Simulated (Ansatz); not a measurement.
For CsCl-type TlBr, LDA (plane waves, PAW; Ansatz, an electronic-structure program) gives:

lattice constant a: 3.839 Å
bulk modulus B0: 33.6 GPa
cohesive energy: 3.13 eV/atom
band gap at the measured cell: 1.67 eV
elastic constant C11: 50.4 GPa
elastic constant C44: 13.4 GPa
polycrystal shear modulus: 13.1 GPa

Q: What does HSE06 in Ansatz (PAW) give for the same quantities?

A: 
- lattice constant a: 4.035 Å (grows by 5.1 %)
- bulk modulus: 20.3 GPa (decreases by 40 %)
- cohesive energy: 2.49 eV/atom (drops by 0.64 eV/atom)
- band gap at the measured cell: 2.55 eV (goes up by 0.88 eV)
- elastic constant C11: 37.3 GPa (falls by 26 %)
- elastic constant C44: 5.7 GPa (decreases by 57 %)
- Voigt–Reuss–Hill shear modulus: 8.0 GPa (decreases by 39 %)

For comparison: lattice constant a 3.984 Å (measured, temperature not stated, no zero-point or thermal correction; as tabulated in Du and Singh (2010), arXiv:1001.5458); band gap 2.68 eV (measured, temperature not stated, no zero-point or thermal correction, detector crystals, literature values; as tabulated in Piasecki et al. (2022), doi:10.1039/d1ma01259b).

Changes are worked out from the printed values.

Unless a cell is named, each level is at its own relaxed cell (LDA 28.30, HSE06 32.85 Å³/atom).

Levels without +SOC leave out spin–orbit coupling, which shifts energies and cells of such heavy elements.

Spin–orbit coupling is included only where a level's name says +SOC; with heavier elements it mostly lowers gaps and can invert bands. Density-functional gaps are differences of (generalised) Kohn–Sham levels.

Ansatz's density-functional and Hartree–Fock values are scalar-relativistic unless marked +SOC, with PAW data made under PBE.
